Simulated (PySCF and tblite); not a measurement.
Results of a calculation; reference values are marked as such.
C₄H₄O₂, numbered as in [OH:1][c:2]1[cH:3][cH:4][o:5][cH:6]1.

The ensemble was built from 60 distance-geometry starts (ETKDG and KDG, MMFF94s, GFN2-xTB) and rests on GFN2-xTB geometries. Free energies are PBE0-D3(BJ)/pcSseg-1 single points with GFN2-xTB rigid-rotor and vibrational terms (modes under about 100 cm⁻¹ blended into free rotors). Symmetry numbers and mirror images are counted. Conformers within 2.5 kcal/mol (GFN2-xTB free energy) were kept, 6 at most. GIAO shieldings: PBE0/pcSseg-1. Shifts are against TMS (¹H), TMS (¹³C) at the same level. Programs: PySCF with density fitting and tblite.

Torsions listed: H1–O1–C2–C3.

| conformer | shape | symmetry | E(GFN2) kcal/mol | E(DFT) kcal/mol |
| --- | --- | --- | --- | --- |
| 1 | 180° | Cs | 0.06 | 0.00 |
| 2 | 0° | Cs | 0.00 | 0.39 |

Problem. How much do the weights at 298.15 K and the averaged shift of H3 depend on how the conformers are weighted?

Solution. 
| weighting | 1 (%) | 2 (%) | δ (ppm) | rms dipole (D) |
| --- | --- | --- | --- | --- |
| DFT energy with thermal terms, symmetry and mirror images (full scheme) | 64 | 36 | 6.34 | 1.45 |
| DFT energy with symmetry and mirror images | 66 | 34 | 6.34 | 1.42 |
| bare DFT energy | 66 | 34 | 6.34 | 1.42 |
| GFN2-xTB energy with symmetry and mirror images | 47 | 53 | 6.29 | 1.63 |
| GFN2-xTB free energy | 45 | 55 | 6.28 | 1.65 |
| leading conformer alone | 100 | 0 | 6.45 | 0.93 |
| equal weights | 50 | 50 | 6.30 | 1.60 |

The largest departure from the full scheme, 0.11 ppm, comes with: leading conformer alone.

Other tautomers (keto or thione forms) aren't considered and may dominate.


Conformer gaps in pcSseg-1 on xTB geometries can be 2 kcal/mol off for S=O, P=O and other polar bonds.